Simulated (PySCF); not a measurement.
Isomers of C4H12N2. Method used: PySCF 2.14.0, PBE0-D3(BJ)/def2-SVP geometry optimisation, gas phase. Energies are electronic, without zero-point or thermal terms, for one conformer each. No frequencies were run at this level. Point groups hold within 0.08 Å.

Task: Rank from lowest to highest electronic energy at this level (kJ/mol).
A. `[CH3:1][NH:2][CH2:3][CH2:4][CH2:5][NH2:6]` with C1–N2–C3–C4 71°, N2–C3–C4–C5 67°, C3–C4–C5–N6 -64°, C4–C5–N6–H 177° and -65° (N-methyl-1,3-propanediamine)
B. `[CH3:1][CH:2]([CH2:3][NH2:4])[CH2:5][NH2:6]` with C1–C2–C3–N4 60°, C2–C3–N4–H -174° and 68°, C1–C2–C5–N6 -59°, C2–C5–N6–H -56° and 62°
C. `[CH3:1][C@H:2]([NH2:3])[CH2:4][CH2:5][NH2:6]` with C1–C2–N3–H -62° and 54°, C1–C2–C4–C5 -64°, C2–C4–C5–N6 180°, C4–C5–N6–H 180° and 63° (1,3-butanediamine)
D. `[CH3:1][CH2:2][NH:3][N:4]([CH3:5])[CH3:6]` with C1–C2–N3–N4 -179°, C2–N3–N4–C5 -84°
E. `[CH3:1][NH:2][CH2:3][CH2:4][NH:5][CH3:6]` with C1–N2–C3–C4 179°, N2–C3–C4–N5 66°, C3–C4–N5–C6 -74°

Result: C (0.0), B (0.3), A (20.9), E (51.1), D (104.0).

As drawn, the highest has an N–N linkage, which the lowest lacks. Neighbours under 10 kJ/mol apart (C[C@H](N)CCN and CC(CN)CN) can change places with a better method, another conformer or zero-point energy.

```
      SMILES      E (Eh)  E rel (kJ/mol)  dipole (D)  point group     A, B, C (MHz)
C[C@H](N)CCN  -268.64061             0.0        1.17           C1  6976, 1750, 1503
    CC(CN)CN  -268.64048             0.3        1.60            –  6935, 1899, 1634
      CNCCCN  -268.63266            20.9        2.63           C1  5219, 2341, 1921
      CNCCNC  -268.62115            51.1        1.33           C1  6354, 1934, 1615
    CCNN(C)C  -268.60098           104.0        1.12           C1  7341, 1903, 1654
```
